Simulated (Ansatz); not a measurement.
## ZnWO4: short dynamics, then relaxation

A packing of 18 atoms, thrown in at random and pushed apart as soft spheres with like charges further apart (12 O, 3 W, 3 Zn) went through Langevin stages in a fixed cell of 13.04 Å³/atom, at one k point, without spin and with a Fermi–Dirac width of kT (0.05 eV at least). All numbers below come from Ansatz 0.2.0, DFT PBE, scalar-relativistic, plane waves, PAW.

```
thermostat (K) duration (fs) friction (1/fs) cutoff (eV) mean T (K) mean P (GPa) mean square displacement (Å²)
          3000             48            0.030          320        3760          14.5                           0.38
          3000            500            0.030          420        3186          10.4                           1.95
          2160            500            0.030          420        2039           7.9                           1.06
          1200            500            0.030          420        1195           2.8                           0.43
           300            500            0.030          420         306           6.1                           0.40
```

Means run over the second half of a stage; pressure includes the kinetic part; displacements count from the stage's start, the atoms' common shift taken off. In so short a run the atoms moved about a bond length or less in the hot stages, so this is an annealed packing, not a quenched equilibrium liquid.

Cell and atoms were then relaxed on coarser meshes and computed once more: Plane waves to 420 eV, a k mesh through Γ of 4×4×3 on the computed 18-atom cell and Gaussian smearing (0.02 eV); no spin polarisation.

Q: What structure is left?

A: One draw of many: 15.48 Å³/atom with a gap on the mesh of 2.69 eV, 1.85 eV/atom below the elements' standard states (static lattices, no corrections for gases) (a random packing after short dynamics, relaxed).

Counting as bonded all pairs within 1.2 times the summed covalent radii, but none from a metal cation to another cation:

```tsv
atom → neighbour	mean count	mean length (Å)	spread (Å)
O → W	1.25	1.89	0.14
O → Zn	1.00	1.99	0.07
W → O	5.00	1.89	0.14
Zn → O	4.00	1.99	0.07
```

Angles between all pairs of such bonds at an atom (mean ± spread): 125 ± 14° at O, 106 ± 25° at W, 108 ± 14° at Zn.

```xyz
18
Lattice="5.6356 0.1847 -0.9786 0.1646 6.1493 -0.4569 -0.9448 -0.4515 8.2430" Properties=species:S:1:pos:R:3 pbc="T T T"
W     2.8270    4.1751    6.2616
W     3.2628    2.9783    2.2494
W     2.1299    5.7453    1.1410
O     2.4443    2.6755    3.8138
O     0.9067    5.9203   -0.1367
O     0.5322    1.0331    6.1125
O     4.9812    2.5693    2.3597
O     2.7549    1.2898    1.4557
O     1.9797    3.6701    0.8243
O     3.7241    5.4168   -0.4041
O     3.5610    5.2797    5.0622
O     1.0489   -0.0353    3.0651
O     3.5483    4.8153    2.2422
O     1.0141    3.8977    6.0414
O     3.8875    2.7543    6.5158
Zn    0.2511    2.4414    7.3829
Zn   -0.1942    5.5989    6.0986
Zn    0.8446    1.5428    4.3223
```

The final mesh leaves forces up to 0.51 eV/Å and stresses up to 0.4 GPa: the relaxation ran on a coarser mesh, so the cell's shape, its bonds and its energy belong partly to that mesh.

Spin-orbit coupling is left out, which matters for the bands of heavy elements. An odd mesh misses points on the zone edge, so a gap read on it can be too wide.

Cost: 6 runs of about 36 core-minutes in all (earlier runs that led there not counted), on Arm Neoverse V1 (shared hosts).